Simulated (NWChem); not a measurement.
Species: CH₃O cation; SMILES C=[OH+]

Computed with NWChem. The level has its own optimisation; frequencies are unscaled.

Question: Estimate the computed values for PBE-D3(BJ)/def2-SVP. Quantities: r C–O (Å); r H–O (Å); highest harmonic frequency (cm⁻¹); lowest (cm⁻¹); zero-point energy (kcal/mol).

Answer: 
```yaml
r C–O (Å): 1.253
r H–O (Å): 0.997
highest harmonic frequency (cm⁻¹): 3456
lowest (cm⁻¹): 1010
zero-point energy (kcal/mol): 24.7
```
